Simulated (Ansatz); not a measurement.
# BHNSi: the cost of one run

Program: Ansatz 0.2.0, Gaussian basis. Level of theory: def2-TZVPP, core rule «outside noble gas», up to 7 orbitals frozen. These are calculated values, not measurements.

The runs, in order: UHF; ROHF; CCSD(T) on UHF.

2 further runs of the same task are left out: 2 set aside as unsound or not needed.

## 1. The system

The geometry is a PBE0/def2-TZVP stationary point (not a proven minimum) of the parent state, kept for this charge and spin.

4 atoms, charge 1, spin multiplicity 3.

Atoms are counted from 1 here; the program's logs count them from 0.

Bond lengths: N1–B2 1.246 Å, N1–H4 0.993 Å, B2–Si3 1.991 Å. Angles: B2–N1–H4 180.0°, N1–B2–Si3 180.0°.

## 2. UHF

The input, in.yaml:

```yaml
crystal:
  periodic: [false, false, false]
  atoms:
    - {symbol: N, position_ang: [0.000000, 0.000000, 0.872300]}
    - {symbol: B, position_ang: [0.000000, 0.000000, -0.373400]}
    - {symbol: Si, position_ang: [0.000000, 0.000000, -2.364200]}
    - {symbol: H, position_ang: [0.000000, 0.000000, 1.865300]}
basis:
  gaussian: {orbitals: def2-TZVPP}
total_charge: 1
magnetization: {spin_polarized: true, initial_magnetization: 2}
hamiltonian: {xc: hf}
output: {orbitals: {seedname: orbitals}}
```

On the command line:

```bash
> ansatz run in.yaml --threads 1 --pin off --events-out ev --progress --plain --max-ram 4096MiB --backend cpu
```

What time and memory should one allow on 1 thread of AMD EPYC 7R13, shared host?

About 19 s, with a peak of 0.27 GiB.
